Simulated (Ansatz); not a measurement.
A run of Ansatz (development build ahead of 0.2.0) on singlet H2ClO(-) at this shape:

```yaml
atoms:
  - { symbol: O, position_ang: [0.0000, -0.3157, -1.7609] }
  - { symbol: H, position_ang: [0.0000, -0.3973, -0.8464] }
  - { symbol: Cl, position_ang: [0.0000, 0.1384, 0.9835] }
  - { symbol: H, position_ang: [0.0000, 0.5704, -1.7849] }
```

Its results:

| Quantity | Value |
| --- | --- |
| Converged | yes |
| Reference energy | -535.62831 hartree |
| Correlation energy | -0.46343 hartree |
| Total energy | -536.09174 hartree |
| Spin squared of the determinant | 0.000 |

**Question.** Which input gives this output? Name the method, the orbitals and the basis set, and write the input.

**Answer.** RHF-MP2 in cc-pVTZ. An unrestricted run that stays on the closed shell gives the same numbers.

```yaml
crystal:
  periodic: [false, false, false]
  atoms:
    - { symbol: O, position_ang: [0.0, -0.31568, -1.76093] }
    - { symbol: H, position_ang: [0.0, -0.39727, -0.84637] }
    - { symbol: Cl, position_ang: [0.0, 0.13837, 0.98345] }
    - { symbol: H, position_ang: [0.0, 0.57041, -1.78486] }
basis:
  gaussian: { orbitals: cc-pVTZ }
total_charge: -1
hamiltonian:
  xc: hf
correlation:
  method: mp2
  frozen_orbitals: { Cl: 5, H: 0, O: 1 }
```

Caution: no diffuse functions for an anion.
